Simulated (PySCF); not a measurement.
Simulated O 1s region for glycidaldehyde (`O1[C@@H](C=O)C1`), binding energy against the vacuum level.

Every computed line was given a Gaussian of 0.5 eV full width at half maximum and an area set by the number of equivalent atoms; the highest printed point is 100. Level of theory: PySCF, delta-SCF UKS SCAN, pcX-2 on the ionised atom, pcseg-1 elsewhere, spin-free X2C.

(binding energy (eV), intensity): (537.7, 1), (537.8, 2), (537.9, 8), (538.0, 20), (538.1, 42), (538.2, 70), (538.3, 93), (538.4, 100), (538.5, 85), (538.6, 58), (538.7, 32), (538.8, 14), (538.9, 7), (539.0, 7), (539.1, 16), (539.2, 36), (539.3, 63), (539.4, 88), (539.5, 100), (539.6, 91), (539.7, 66), (539.8, 38), (539.9, 18), (540.0, 7), (540.1, 2), (540.2, 0)

Question: Count the maxima, the lines and the sites behind this envelope.

Answer: The curve has 2 maxima (at 538.4 and 539.5 eV). Under it lie 2 lines from 2 inequivalent oxygen sites.

Question: Decompose the envelope and assign each component. Numbering: `[O:1]=[CH:2][C@H:3]1[CH2:4][O:5]1`.

Answer: 
```csv
position (eV),relative area,line,atoms,environment
538.38,1,O 1s,O1,aldehyde oxygen
539.51,1,O 1s,O5,epoxide oxygen
```

Question: Above which line width would these two lines show one maximum?

Answer: Two equal Gaussians merge once their distance is under 2σ = FWHM/1.177. With 1.13 eV between them that is a full width over 1.33 eV.

Lowest listed O 1s: O1, bonded to C (double bond). Highest, 1.13 eV above it: O5, bonded to 2 C. Summing the Pauling electronegativity differences to the bonded atoms, each weighted by its formal bond order, gives -1.78 for the lowest site and -1.78 for the highest; the sum is the same at every site.

No satellites, vibrations or lifetime broadening are included. The structure is a single GFN2-xTB conformer in the gas phase; no vibrational or solvent corrections.

Time: 22 s; peak memory 0.38 GiB. Hardware: one thread, Arm Neoverse V1 (aarch64), shared host with 32 logical CPUs at a one-minute load of 23.

Shape of the structure used: `[O:1]=[CH:2][C@H:3]1[CH2:4][O:5]1`: O1–C2–C3–C4 133°.
